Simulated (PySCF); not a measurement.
**furan: calculation against experiment**

**Measured values to compare with.**

NIST CCCBDB Release 22 (SRD 101), experimental dipoles lists, for the gas: dipole moment (microwave Stark effect) 0.66 D.

From NIST CCCBDB Release 22 (SRD 101), experimental polarizabilities, for the gas: mean polarisability 7.23 Å³.

The results are set against them at the end.

Furan, C4H4O.
SMILES with atom numbers: `[cH:1]1[cH:2][cH:3][o:4][cH:5]1` (hydrogens: H6 on C1; H7 on C2; H8 on C3; H9 on C5)

Cartesian coordinates in Å at the PBE0-D3(BJ)/def2-SVP level; atoms count from 1:
```
atom  x, y, z in Å
C1     0.8664   -0.1844   -0.5200
C2    -0.4564   -0.7286   -0.5618
C3    -1.1638   -0.0596    0.3917
O4    -0.3812    0.8492    1.0066
C5     0.8442    0.7709    0.4515
H6     1.7191   -0.4668   -1.1336
H7    -0.8294   -1.5145   -1.2148
H8    -2.1938   -0.1168    0.7341
H9     1.5949    1.4505    0.8464
```

The PySCF runs (gas phase, on this PBE0-D3(BJ)/def2-SVP geometry; no spin–orbit coupling):

| level | job | basis functions |
| --- | --- | --- |
| BLYP/pcSseg-2 | shieldings, ring-centre shieldings | 236 |
| HF/pcSseg-2 | shieldings, ring-centre shieldings | 236 |
| KT3/pcSseg-2 | shieldings, ring-centre shieldings | 236 |
| LC-wPBE/pcSseg-2 | shieldings, ring-centre shieldings | 236 |
| PBE0/STO-3G | shieldings, ring-centre shieldings, charges and field gradients | 29 |
| PBE0/def2-TZVP | 10 singlets by full TDDFT, 4 Tamm–Dancoff triplets, polarisability | 179 |
| WP04/pcSseg-2 | shieldings, ring-centre shieldings | 236 |
| PBE0/cc-pVDZ | shieldings, ring-centre shieldings, charges and field gradients | 90 |
| LDA/def2-SVPD | 10 singlets by full TDDFT, 4 Tamm–Dancoff triplets, polarisability, ΔSCF ions | 135 |
| CAM-B3LYP/def2-SVPD | 10 singlets by full TDDFT, 4 Tamm–Dancoff triplets, polarisability, ΔSCF ions | 135 |
| wB97X-D/def2-SVPD | 10 singlets by full TDDFT, 4 Tamm–Dancoff triplets, polarisability, ΔSCF ions | 135 |
| KT2/pcJ-1 | spin–spin couplings from 9 perturbed nuclei | 175 |
| HF/def2-SVPD | 10 singlets by TDHF, 4 Tamm–Dancoff triplets, polarisability, ΔSCF ions | 135 |
| PBE/def2-SVPD | 10 singlets by full TDDFT, 4 Tamm–Dancoff triplets, polarisability, ΔSCF ions | 135 |
| BHandHLYP/def2-SVPD | 10 singlets by full TDDFT, 4 Tamm–Dancoff triplets, polarisability, ΔSCF ions | 135 |
| LC-wPBE/def2-SVPD | 10 singlets by full TDDFT, 4 Tamm–Dancoff triplets, polarisability, ΔSCF ions | 135 |
| PBE0/6-31+G* | 10 singlets by full TDDFT, 4 Tamm–Dancoff triplets, polarisability | 98 |
| PBE0/6-31G* | 10 singlets by full TDDFT, 4 Tamm–Dancoff triplets, polarisability | 78 |
| PBE0/aug-cc-pVDZ | 10 singlets by full TDDFT, 4 Tamm–Dancoff triplets, polarisability | 151 |
| PBE0/def2-SVP | 10 singlets by full TDDFT, 4 Tamm–Dancoff triplets, polarisability | 90 |
| PBE0/def2-TZVPD | 10 singlets by full TDDFT, 4 Tamm–Dancoff triplets, polarisability | 224 |

All basis functions are spherical.

Results beside the measurements:

**Dipole moment.** Measured: 0.66 D (NIST CCCBDB Release 22 (SRD 101), experimental dipoles).

```
              level  computed (D)  computed − measured (D)  % (from the printed values)
      BLYP/pcSseg-2          0.53                    -0.13                          -20
        HF/pcSseg-2          0.69                    +0.03                           +5
       KT3/pcSseg-2          0.51                    -0.15                          -23
   LC-wPBE/pcSseg-2          0.57                    -0.09                          -14
        PBE0/STO-3G          0.13                    -0.53                          -80
     PBE0/def2-TZVP          0.54                    -0.12                          -18
      WP04/pcSseg-2          0.70                    +0.04                           +6
       PBE0/cc-pVDZ          0.45                    -0.21                          -32
      LDA/def2-SVPD          0.59                    -0.07                          -11
CAM-B3LYP/def2-SVPD          0.66                     0.00                            0
  wB97X-D/def2-SVPD          0.62                    -0.04                           -6
          KT2/pcJ-1          0.52                    -0.14                          -21
```

12 of the 56 levels run are shown, the closest and the furthest among them. Closest is CAM-B3LYP/def2-SVPD (0.00 D), furthest PBE0/STO-3G (-0.53 D); one molecule doesn't rank methods. The computed dipoles belong to one fixed geometry; measured ones are averaged over vibrations unless marked μe. Magnitudes are compared, not signs.

**Mean polarisability.** Measured: 7.23 Å³ (NIST CCCBDB Release 22 (SRD 101), experimental polarizabilities).

| level | computed (Å³) | computed − measured (Å³) | % (from the printed values) |
| --- | --- | --- | --- |
| HF/def2-SVPD | 6.79 | -0.44 | -6 |
| LDA/def2-SVPD | 7.17 | -0.06 | -1 |
| PBE/def2-SVPD | 7.12 | -0.11 | -2 |
| BHandHLYP/def2-SVPD | 6.88 | -0.35 | -5 |
| CAM-B3LYP/def2-SVPD | 6.95 | -0.28 | -4 |
| LC-wPBE/def2-SVPD | 6.79 | -0.44 | -6 |
| PBE0/6-31+G* | 6.68 | -0.55 | -8 |
| PBE0/6-31G* | 5.47 | -1.76 | -24 |
| PBE0/aug-cc-pVDZ | 7.19 | -0.04 | -1 |
| PBE0/def2-SVP | 5.80 | -1.43 | -20 |
| PBE0/def2-TZVPD | 7.17 | -0.06 | -1 |
| wB97X-D/def2-SVPD | 6.98 | -0.25 | -3 |

12 of the 15 levels run are shown, the closest and the furthest among them. Closest is PBE0/aug-cc-pVDZ (-0.04 Å³), furthest PBE0/6-31G* (-1.76 Å³); one molecule doesn't rank methods. All 15 levels lie below the measurement. The computed values are static and purely electronic, with core orbitals frozen in the response (1 au = 0.148185 Å³). The table of measured values doesn't say here whether a value is static or optical, or holds a vibrational part.

No measured geometry was used, and the causes of the misses weren't examined.
